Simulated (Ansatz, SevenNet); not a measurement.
# Ladder of methods for the LO phonon frequency at L of zinc-blende InSb

Reference value: 161 cm⁻¹ (measured, temperature not stated, no zero-point or thermal correction; as tabulated in Ioffe Institute, NSM Archive: InSb, mechanic properties page).

| level (code) | value (cm⁻¹) | cell (Å³/atom) | difference (%) |
|---|---|---|---|
| SevenNet-0 | 136 | 36.51 | -15.5 |
| LDA (Ansatz) | 159 | 33.54 | -1.2 |
| PBE (Ansatz) | 145 | 36.51 | -9.9 |
| PBEsol (Ansatz) | 154 | 34.63 | -4.3 |
| HSE06 (Ansatz) | 158 | 35.07 | -1.9 |
| PBE0 (Ansatz) | 159 | 34.93 | -1.2 |
| Hartree–Fock (Ansatz) | 165 | 36.35 | +2.5 |

Once the reference is moved by up to 3.0 % (a margin picked here for doubts on the reference and the settings, and for temperature and zero-point motion) and values within 1.0 % count as equal, the nearest can be LDA (-1.2 %), PBE0 (-1.2 %), HSE06 (-1.9 %), Hartree–Fock (+2.5 %) or PBEsol (-4.3 %). Among them SevenNet-0 (-15.5 %) misses by most.

The reference isn't brought to a static lattice, while the calculations are for one, so the differences are not the levels' errors alone.  LDA, PBE, PBEsol: the solid has no gap at this level, which affects its response. Each level is taken at its own relaxed cell. K meshes differ between the levels. Ansatz's density-functional and Hartree–Fock values are scalar-relativistic unless marked +SOC, with PAW data made under PBE.

Machine-learned potentials (SevenNet-0) are trained on DFT data: a solid inside that data is no test of them.

Differences are worked out from the printed values.

Ansatz is an electronic-structure program.
